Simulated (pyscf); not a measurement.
H₃Si–GeH₃ + H atom (H•) → •H₂Si–GeH₃ + hydrogen (H₂) (hydrogen abstraction; doublet surface; H–Si broken, H–H formed). Single points on ωB97X-D3(BJ)/def2-SVP structures (PySCF, gas phase). Energies in kJ/mol from the separated reactants.

```tsv
level	barrier	reaction energy
PBE/def2-TZVP	-0.3	-67.4
r²SCAN/def2-TZVP	___	___
PBE0-D3(BJ)/def2-TZVP	5.9	-62.1
M06-2X/def2-TZVP	19.7	-71.6
ωB97M-D3(BJ)/def2-TZVP	___	-57.9
HF/def2-TZVP	48.8	-40.0
```

What belongs in the gaps?


- r²SCAN/def2-TZVP, barrier: -5.6
- r²SCAN/def2-TZVP, reaction energy: -75.1
- ωB97M-D3(BJ)/def2-TZVP, barrier: 17.8

At r²SCAN this geometry lies under the reactants; that is no barrier but a single point on another level's saddle; such a level's own saddle, if it has one, lies nearer that side and is low. •H₂Si–GeH₃ lies 35.1 kJ/mol over its isomer H₃Si–GeH₂• (electronic energy, ωB97M-D3(BJ)/def2-TZVP). This is the saddle that the search found; another between the same sides may lie lower. The angle at the transferred H is 178°. Elements up to Kr have no core potential and no relativistic terms here.
